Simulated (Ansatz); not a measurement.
## Basis or method: B–H bond energy of H2B–O

H2B–O, doublet; coordinates (Å): B 0.000 0.000 0.669; O 0.000 0.000 -0.612; H 0.000 1.050 1.272; H 0.000 -1.050 1.272. Quantity: B–H bond energy, to HBO (singlet) + H.

Ansatz 0.2.0, basis cc-pVDZ or cc-pVTZ; geometries are PBE0/def2-TZVP minima. Wave-function levels freeze the cores; HF, MP2 and coupled cluster are restricted for singlets and unrestricted otherwise, atoms included, Kohn–Sham unrestricted where that lies lower. The reference is CCSDT(Q) (coupled cluster only where its series has nearly closed). Semilocal and hybrid functionals correlate all electrons outside any core potential and usually lie nearer their basis limit than the reference, so part of their error here is the reference's basis and frozen-core error; RPA and the MP2 part of double hybrids freeze the same cores as the reference. None of these values is a measured one. Energies are electronic, without zero-point terms. No spin–orbit coupling and no scalar relativity. The species are chosen: bound, without strong static correlation by their natural occupations or amplitudes, in their lowest spin state as far as vertical gaps and like structures tell, and with a ladder that closes on the reference, so errors are smaller than for species at large; levels whose determinant breaks symmetry or spin markedly are left out.

```tsv
level	cc-pVDZ (kcal/mol)	cc-pVTZ (kcal/mol)
reference	13.2 (CCSDT(Q))	15.7 (CCSDT(Q))
CCSD	14.6	17.2
CCSD(T)	13.1	15.2
CCSDT	13.5	15.9
PBE	19.7	20.6
PBE0	20.1	20.7
wB97M-V	17.1	17.7
B2PLYP	13.8	15.2
```

From cc-pVDZ to cc-pVTZ the reference moves by 2.5 kcal/mol and PBE by 0.9; the step from CCSD(T) to the reference is 0.1 in the first and 0.5 in the last.
